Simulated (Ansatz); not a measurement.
## CaAl2Ge2 (P-3m1)

The calculation used Ansatz 0.2.0, DFT PBEsol, scalar-relativistic, plane waves, PAW.

Settings: cutoff 420 eV, Γ-centred mesh 12×12×6 on the computed 5-atom cell, Gaussian smearing of 0.10 eV; no spin polarisation.

The structure is relaxed at this level of theory with its symmetry kept.

```cif
data_structure
_symmetry_space_group_name_H-M 'P 1'
_symmetry_Int_Tables_number 1
_cell_length_a 4.1645
_cell_length_b 4.1645
_cell_length_c 7.0369
_cell_angle_alpha 90.000
_cell_angle_beta 90.000
_cell_angle_gamma 120.000
_cell_volume 105.69
loop_
_atom_site_label
_atom_site_type_symbol
_atom_site_fract_x
_atom_site_fract_y
_atom_site_fract_z
_atom_site_occupancy
Ca1 Ca 0.00000 0.00000 0.00000 1
Al1 Al 0.33333 0.66667 0.62958 1
Al2 Al 0.66667 0.33333 0.37042 1
Ge1 Ge 0.33333 0.66667 0.25685 1
Ge2 Ge 0.66667 0.33333 0.74315 1
```

| Quantity | Value |
| --- | --- |
| Space group | P-3m1 (No. 164) |
| Volume per atom | 142.7 bohr³ |
| Formation energy from the elements' standard states (uncorrected) | -0.412 eV/atom |
| Kohn–Sham band gap | none (metal) |
| Density of states at the Fermi level | 0.58 states/eV per cell |
| Löwdin character within 0.5 eV of the Fermi level | Ge 4p 41 %, Al 3p 22 %, Al 3s 14 %, unprojected 16 % |
| Bulk modulus | 61 GPa |
| Its pressure derivative | 4.2 |
| Bader charges (e) | Ca (1 in the cell) 1.31, Al (2 in the cell) 1.60, Ge (2 in the cell) -2.26 |

Cost: 9 runs of about 10 core-minutes in all, on Arm Neoverse V2 (shared hosts).